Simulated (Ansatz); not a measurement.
in.yaml

```yaml
crystal:
  periodic: [false, false, false]
  atoms:
    - {symbol: Si, position_ang: [-1.650542, -0.011519, 0.004128]}
    - {symbol: As, position_ang: [0.706158, 0.004928, -0.001766]}
    - {symbol: H, position_ang: [-2.175948, 1.381149, 0.007507]}
    - {symbol: H, position_ang: [-2.158302, -0.715039, 1.213602]}
    - {symbol: H, position_ang: [-2.164376, -0.711463, -1.204855]}
basis:
  gaussian: {orbitals: cc-pVDZ}
magnetization: {spin_polarized: true, initial_magnetization: 0}
correlation: {method: ccsdt_q, electrons: outside_noble_gas}
```

```sh
$ ansatz run in.yaml --threads 1 --pin off --events-out ev --progress --plain --max-ram 2393MiB
```

The program prints:

```
1181 factors; integrals over basis functions are off by at most 1.5e-7 eV
mean field evaluation 1: about -68701.8531 eV, gradient 7.2e0 eV
mean field evaluation 2: about -68701.8551 eV, gradient 7.2e0 eV
mean field evaluation 4: about -68702.5841 eV, gradient 5.0e-1 eV
mean field evaluation 8: about -68702.5875 eV, gradient 1.4e-5 eV
mean field evaluation 16: about -68703.6931 eV, gradient 1.7e0 eV
mean field evaluation 32: about -68702.5874 eV, gradient 4.0e-2 eV
mean field evaluation 64: about -68702.5874 eV, gradient 2.3e-1 eV
mean field evaluation 96: about -68703.9520 eV, gradient 4.3e-1 eV
mean field evaluation 128: about -68703.9541 eV, gradient 8.6e-4 eV
mean field evaluation 160: about -68701.3954 eV, gradient 1.2e-1 eV
...
cycle  13  -6.32992700 eV  change   -3.7e-3 eV  update   2.7e-4
cycle  14  -6.32798408 eV  change    1.9e-3 eV  update   1.3e-4
cycle  15  -6.32867287 eV  change   -6.9e-4 eV  update   8.0e-5
cycle  16  -6.32860064 eV  change    7.2e-5 eV  update   1.8e-5
cycle  17  -6.32861593 eV  change   -1.5e-5 eV  update   1.1e-5
cycle  18  -6.32863066 eV  change   -1.5e-5 eV  update   8.1e-6
cycle  19  -6.32864257 eV  change   -1.2e-5 eV  update   5.2e-6
cycle  20  -6.32863816 eV  change    4.4e-6 eV  update   3.0e-6
cycle  21  -6.32863553 eV  change    2.6e-6 eV  update   1.6e-6
cycle  22  -6.32863477 eV  change    7.7e-7 eV  update   8.0e-7
perturbative correction -0.06084497 eV, -0.0022360113 hartree
WARN: the results are in doubt because among natural orbitals full CI differs from the method by +1.225 eV
Total energy: -68710.34355172 eV, -2525.0585519821 hartree
In doubt: among natural orbitals full CI differs from the method by +1.225 eV
```

Ran on 1 thread of Arm Neoverse V2, shared host: 93 s wall, 0.6 GiB peak host memory.
